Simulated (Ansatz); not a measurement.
Relaxation of AlClH4 (6 atoms, charge 0, multiplicity 1), to a largest force component of 0.03 eV/Å in at most 50 steps.

Level of theory: RKS B3LYP/def2-SVP in Ansatz 0.2.0.

```xyz
6
Properties=species:S:1:pos:R:3
Al 0.020 -0.430 -0.465
Cl 0.022 -0.202 2.952
H 1.398 0.223 -0.889
H -1.384 0.175 -0.873
H 0.047 -1.786 0.330
H 0.041 -1.245 2.110
```

Q: Where does it end, and by what steps?

A: It converged. After 12 steps the energy has fallen by 0.181 eV; Cl2 moved furthest, 0.62 Å.

```json
{"step": "0", "energy less start (eV)": "0.0000", "largest force component (eV/Å)": "0.746", "accepted": "yes"}
{"step": "1", "energy less start (eV)": "-0.0392", "largest force component (eV/Å)": "0.822", "accepted": "yes"}
{"step": "2", "energy less start (eV)": "-0.0604", "largest force component (eV/Å)": "0.754", "accepted": "yes"}
{"step": "3", "energy less start (eV)": "-0.0895", "largest force component (eV/Å)": "0.980", "accepted": "yes"}
{"step": "4", "energy less start (eV)": "-0.1042", "largest force component (eV/Å)": "0.565", "accepted": "yes"}
{"step": "5", "energy less start (eV)": "-0.1157", "largest force component (eV/Å)": "0.482", "accepted": "yes"}
{"step": "6", "energy less start (eV)": "-0.1336", "largest force component (eV/Å)": "0.382", "accepted": "yes"}
{"step": "7", "energy less start (eV)": "-0.1546", "largest force component (eV/Å)": "0.338", "accepted": "yes"}
{"step": "8", "energy less start (eV)": "-0.1491", "largest force component (eV/Å)": "1.079", "accepted": "no"}
{"step": "9", "energy less start (eV)": "-0.1684", "largest force component (eV/Å)": "0.263", "accepted": "yes"}
{"step": "10", "energy less start (eV)": "-0.1778", "largest force component (eV/Å)": "0.124", "accepted": "yes"}
{"step": "11", "energy less start (eV)": "-0.1802", "largest force component (eV/Å)": "0.059", "accepted": "yes"}
{"step": "12", "energy less start (eV)": "-0.1809", "largest force component (eV/Å)": "0.018", "accepted": "yes"}
```

```xyz
6
Properties=species:S:1:pos:R:3
Al 0.020 -0.463 -0.361
Cl 0.020 -0.016 2.355
H 1.381 0.291 -0.674
H -1.369 0.242 -0.666
H 0.049 -2.035 -0.100
H 0.044 -1.285 2.611
```

Whether the end is a true minimum wasn't checked by a vibrational analysis.

The run took 20 s on 1 thread of Arm Neoverse V1, with other jobs on the host, peak memory 0.11 GiB.
